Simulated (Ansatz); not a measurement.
System: bcc Cs. Method: PBEsol (Ansatz, an electronic-structure program, plane waves, PAW).

A relaxed, unreconstructed slab of the (111) face has 12 atoms, two equal faces of 62.430 Å² each and an energy of -67028.8007 eV. A bulk cell of 3 atoms with the same orientation and in-plane k mesh has -16757.3853 eV. Energies are extrapolated to zero smearing.

Settings: plane-wave cutoff 500 eV, 12×12×1 k mesh (along the axes of the cell as run), Fermi–Dirac smearing 0.1 eV, scalar-relativistic PAW data made under PBE.

Worked out: γ = (E_slab − N E_bulk per atom)/2A = [-67028.8007 − 12 × (-16757.3853/3)]/(2 × 62.430) = 0.0059 eV/Å². With 16.022 J/m² per eV/Å² this is 0.10 J/m², or 0.37 eV per surface cell and face.
